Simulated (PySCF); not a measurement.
Molecule: `InChI=1S/C4H9N/c1-5-3-2-4-5/h2-4H2,1H3/p+1`.

Cartesian coordinates in Å; atom numbers follow the order of the lines, from 1:
```xyz
15

C     1.8512   -0.5872   -0.1431
N     0.5535   -0.2534    0.4703
C    -0.6924   -1.0110    0.0537
C    -1.4876    0.2986    0.0533
C    -0.1464    1.0381    0.0937
H     2.1438   -1.6011    0.1605
H     1.7517   -0.5401   -1.2348
H     2.6060    0.1357    0.1934
H     0.6494   -0.2988    1.4907
H    -0.9633   -1.8090    0.7570
H    -0.5227   -1.4367   -0.9445
H    -2.1206    0.4842   -0.8225
H    -2.0866    0.4406    0.9628
H     0.0088    1.8389    0.8282
H     0.2223    1.3591   -0.8900
```

Total charge +1.

Geometry PBE0-D3(BJ)/def2-SVP throughout; GIAO in PySCF, gas phase, one conformer, non-relativistic; equivalent atoms averaged; functional PBE0.

For orientation, def2-SVP gives these shifts δ (against TMS, NH3 at the same level): C3/C5 55.9, C1 39.8, C4 13.5, N2 56.6, H9 4.37, H11/H15 3.95, H6/H7/H8 2.84, H13 2.76, H12 2.43 ppm.

A run gave: C3/C5 62.4, C1 44.9, C4 28.1, N2 26.9, H9 4.42, H11/H15 4.27, H6/H7/H8 3.19, H13 3.15, H12 2.83 ppm (shifts δ (against TMS, NH3 at the same level)).

Question: Which basis set was used in that run?
A. 6-311+G(2d,p)
B. 6-31G
C. pcSseg-1
D. STO-3G
E. 6-31G*

Answer: D. C4 tells them apart best: STO-3G gives 28.1, 6-31G* gives 16.1, 6-31G gives 18.2, pcSseg-1 gives 17.1, 6-311+G(2d,p) gives 16.5 ppm.
